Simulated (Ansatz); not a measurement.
# Cost against result

Saddle point of CH₇ClSi, singlet (SiH₃Cl ([SiH3][Cl]) + CH₄ → CH₅ClSi ([CH3][SiH2][Cl]) + H₂; bonds formed: Si1–C7, H2–H6; bonds broken: Si1–H2, H6–C7), PBE0-D4/def2-TZVP structure:

```json
{"atom": "Si1", "x (Å)": "-0.9173", "y (Å)": "0.4086", "z (Å)": "-0.0750"}
{"atom": "H2", "x (Å)": "-1.1111", "y (Å)": "-1.0109", "z (Å)": "-0.8978"}
{"atom": "H3", "x (Å)": "-1.1435", "y (Å)": "1.1173", "z (Å)": "-1.3480"}
{"atom": "H4", "x (Å)": "-1.8742", "y (Å)": "-0.1005", "z (Å)": "0.9245"}
{"atom": "Cl5", "x (Å)": "-0.2864", "y (Å)": "2.1354", "z (Å)": "1.0536"}
{"atom": "H6", "x (Å)": "0.0109", "y (Å)": "-0.8743", "z (Å)": "-0.4641"}
{"atom": "C7", "x (Å)": "1.0702", "y (Å)": "-0.3976", "z (Å)": "0.1301"}
{"atom": "H8", "x (Å)": "1.6098", "y (Å)": "0.4378", "z (Å)": "-0.3087"}
{"atom": "H9", "x (Å)": "1.5193", "y (Å)": "-1.3330", "z (Å)": "-0.2308"}
{"atom": "H10", "x (Å)": "1.1225", "y (Å)": "-0.3829", "z (Å)": "1.2159"}
```

Barriers are electronic and count from the start structure reached by relaxing down the imaginary mode.

Program: Ansatz 0.2.0. Basis: as named in each row. Cores are frozen in the correlated methods. B3LYP uses VWN-RPA correlation. Extrapolation: Hartree–Fock as exp(−7.88 √X), correlation as X^−2.97.

Times are rough, for one single point on 4 threads of a shared host (Arm Neoverse V1).

The estimate by CCSD(T) at an estimated basis limit (MP2 extrapolated from triple and quadruple zeta, plus CCSD(T) − MP2 in triple zeta) is 3.096 eV.

| method | basis | time (s) | barrier (eV) | method less estimate |
| --- | --- | --- | --- | --- |
| HF | STO-3G | under 1 | 6.518 | 3.423 |
| PBE-D4 | STO-3G | under 1 | 4.482 | 1.387 |
| SPW92 | def2-SVP | under 1 | 2.319 | -0.777 |
| B3LYP-D4 | 6-31G | under 1 | 3.639 | 0.543 |
| PBE-D4 | def2-SVP | 1 | 2.707 | -0.388 |
| PBE0-D4 | def2-SVP | 1 | 2.901 | -0.195 |
| SPW92 | def2-TZVPP | 1 | 2.245 | -0.850 |
| PBE-D4 | def2-TZVPP | 2 | 2.647 | -0.449 |
| BLYP-D4 | def2-TZVPP | 2 | 2.945 | -0.150 |
| CCSD(T) | def2-SVP | 2 | 3.432 | 0.337 |
| B3LYP-D4 | def2-TZVPP | 2 | 3.068 | -0.028 |
| BHLYP-D4 | def2-TZVPP | 2 | 3.294 | 0.198 |
| PBE0-D4 | def2-TZVPP | 3 | 2.826 | -0.269 |
| CAM-B3LYP-D4 | def2-TZVPP | 3 | 3.138 | 0.042 |
| wB97M-V | def2-SVP | 3 | 3.075 | -0.021 |
| r2SCAN-D4 | def2-TZVPP | 4 | 2.804 | -0.291 |
| r2SCAN0-D4 | def2-TZVPP | 4 | 2.926 | -0.170 |
| RPA on PBE | def2-TZVPP | 4 | 3.192 | 0.097 |
| B2PLYP | def2-TZVPP | 4 | 3.168 | 0.072 |
| PBE-QIDH | def2-TZVPP | 5 | 3.007 | -0.089 |
| wB97X-V | def2-TZVPP | 6 | 3.091 | -0.005 |
| wB97M-V | def2-TZVPP | 7 | 3.021 | -0.074 |
| B97M-V | def2-TZVPP | 8 | 2.929 | -0.167 |
| MP2 | def2-QZVPP | 16 | 3.058 | -0.038 |
| CCSD(T) | def2-TZVPP | 45 | 3.154 | 0.059 |

All methods are single points on the PBE0-D4 structures.

T1 diagnostic: at most 0.011.

Labels in which every atom is bracketed show which atoms are joined, not bond orders.
